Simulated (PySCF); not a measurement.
PySCF input (HF/6-31G*):

```python
import numpy as np, basis_set_exchange as bse
from pyscf import gto, scf, dft, df
from pyscf.prop.polarizability import rhf as pol

basis = {'C': gto.basis.parse(bse.get_basis('6-31G*', elements=['C'], fmt='nwchem')), 'Cl': gto.basis.parse(bse.get_basis('6-31G*', elements=['Cl'], fmt='nwchem')), 'H': gto.basis.parse(bse.get_basis('6-31G*', elements=['H'], fmt='nwchem'))}
mol = gto.M(
    atom='''
    C     0.00819413    0.01326082   -1.13371283
    Cl   -0.00477402   -0.00772595    0.66051769
    H     0.01747178    1.04777215   -1.46340501
    H     0.89974992   -0.50396843   -1.47517859
    H    -0.88522815   -0.49202752   -1.48794019
    ''',
    basis=basis,
    charge=0,
    verbose=4,
    max_memory=8640,
)
mf = scf.RHF(mol)
mf.conv_tol = 1e-9
mf.max_cycle = 100
print('smallest overlap eigenvalue', np.linalg.eigvalsh(mol.intor('int1e_ovlp'))[0])
mf.kernel()
dip = mf.dip_moment()
p = pol.Polarizability(mf)
p.max_cycle_cphf = 60
alpha = p.polarizability()
print('polarisability/bohr^3', alpha.trace() / 3)
```

Output:

```
PySCF version 2.14.0

[INPUT] verbose = 4
[INPUT] num. atoms = 5
[INPUT] num. electrons = 26
[INPUT] charge = 0
[INPUT] spin (= nelec alpha-beta = 2S) = 0
[INPUT] symmetry False subgroup None
[INPUT] Mole.unit = angstrom
[INPUT] Symbol           X                Y                Z      unit          X                Y                Z       unit  Magmom
[INPUT]  1 C      0.008194130000   0.013260820000  -1.133712830000 AA    0.015484661529   0.025059317987  -2.142406752606 Bohr   0.0
[INPUT]  2 Cl    -0.004774020000  -0.007725950000   0.660517690000 AA   -0.009021590313  -0.014599929552   1.248197534530 Bohr   0.0
[INPUT]  3 H      0.017471780000   1.047772150000  -1.463405010000 AA    0.033016879109   1.980002404447  -2.765434678216 Bohr   0.0
[INPUT]  4 H      0.899749920000  -0.503968430000  -1.475178590000 AA    1.700280929399  -0.952362308127  -2.787683519922 Bohr   0.0
[INPUT]  5 H     -0.885228150000  -0.492027520000  -1.487940190000 AA   -1.672838761255  -0.929797258549  -2.811799448833 Bohr   0.0

nuclear repulsion = 51.1205397543401
number of shells = 20
number of NR pGTOs = 90
number of NR cGTOs = 38
basis = {'C': [[0, [3047.52488, 0.001834737132], [457.369518, 0.01403732281], [103.948685, 0.06884262226], [29.2101553, 0.2321844432], [9.28666296, 0.4679413484], [3.16392696, 0.3623119853]], [0, [7.86827235, -0.1193324198], [1.88128854, -0.1608541517], [0.544249258, 1.143456438]], [0, [0.1687144782, 1.0]], [1, [7.86827235, 0.06899906659], [1.88128854, 0.316423961], [0.544249258, 0.7443082909]], [1, [0.1687144782, 1.0]], [2, [0.8, 1.0]]], 'Cl': [[0, [25180.1, 0.001832959848], [3780.35, 0.01403419883], [860.474, 0.06909739426], [242.145, 0.2374519803], [77.3349, 0.4830339599], [26.247, 0.3398559718]], [0, [491.765, -0.002297391417], [116.984, -0.03071371894], [37.4153, -0.1125280694], [13.7834, 0.04501632776], [5.45215, 0.5893533634], [2.22588, 0.4652062868]], [0, [3.18649, -0.251828028], [1.14427, 0.06158925141], [0.420377, 1.060184328]], [0, [0.142657, 1.0]], [1, [491.765, 0.003989400879], [116.984, 0.03031770668], [37.4153, 0.1298800286], [13.7834, 0.3279510723], [5.45215, 0.4535271], [2.22588, 0.2521540556]], [1, [3.18649, -0.01429931472], [1.14427, 0.3235723331], [0.420377, 0.7435077653]], [1, [0.142657, 1.0]], [2, [0.75, 1.0]]], 'H': [[0, [18.73113696, 0.03349460434], [2.825394365, 0.2347269535], [0.6401216923, 0.8137573261]], [0, [0.1612777588, 1.0]]]}
ecp = {}
smallest overlap eigenvalue 0.018218144549924375

******** <class 'pyscf.scf.hf.RHF'> ********
method = RHF
initial guess = minao
damping factor = 0
level_shift factor = 0
DIIS = <class 'pyscf.scf.diis.CDIIS'>
diis_start_cycle = 1
diis_space = 8
diis_damp = 0
SCF conv_tol = 1e-09
SCF conv_tol_grad = None
SCF max_cycles = 100
direct_scf = True
direct_scf_tol = 1e-13
Set gradient conv threshold to 3.16228e-05
Initial guess from minao.
init E= -499.093731608182
  HOMO = -0.375732183715427  LUMO = 0.0795458281147119  gap/eV = 12.38875
cycle= 1 E= -499.056313864931  delta_E= 0.0374  |g|= 0.321  |ddm|= 1.74
  HOMO = -0.415316541479641  LUMO = 0.164083369842316  gap/eV = 15.76627
cycle= 2 E= -499.084202633009  delta_E= -0.0279  |g|= 0.163  |ddm|= 0.507
  HOMO = -0.432085303028875  LUMO = 0.189274986019462  gap/eV = 16.90807
cycle= 3 E= -499.090707312041  delta_E= -0.0065  |g|= 0.0232  |ddm|= 0.138
  HOMO = -0.434891133313682  LUMO = 0.191071690040141  gap/eV = 17.03332
cycle= 4 E= -499.090996478622  delta_E= -0.000289  |g|= 0.00434  |ddm|= 0.0485
  HOMO = -0.434116832264898  LUMO = 0.191848303419026  gap/eV = 17.03338
cycle= 5 E= -499.091009841522  delta_E= -1.34e-05  |g|= 0.00137  |ddm|= 0.0121
  HOMO = -0.434775381893071  LUMO = 0.19154227441917  gap/eV = 17.04297
cycle= 6 E= -499.091011137452  delta_E= -1.3e-06  |g|= 0.000339  |ddm|= 0.00392
  HOMO = -0.434764827111737  LUMO = 0.191599322427054  gap/eV = 17.04424
cycle= 7 E= -499.091011210808  delta_E= -7.34e-08  |g|= 6.42e-05  |ddm|= 0.000816
  HOMO = -0.434783639849441  LUMO = 0.191594362449348  gap/eV = 17.04461
cycle= 8 E= -499.091011213347  delta_E= -2.54e-09  |g|= 1.07e-05  |ddm|= 0.00015
  HOMO = -0.434782630850318  LUMO = 0.19159353088616  gap/eV = 17.04456
cycle= 9 E= -499.091011213406  delta_E= -5.9e-11  |g|= 1.61e-06  |ddm|= 2.72e-05
  HOMO = -0.434782964401885  LUMO = 0.191593524646561  gap/eV = 17.04457
Extra cycle  E= -499.091011213408  delta_E= -1.48e-12  |g|= 5.12e-07  |ddm|= 4.3e-06
converged SCF energy = -499.091011213408
Dipole moment(X, Y, Z, Debye):  0.01639,  0.02653, -2.26772
Isotropic polarizability 19.9392672586
Polarizability anisotropy 11.9135306325
polarisability/bohr^3 19.939267258626984
```
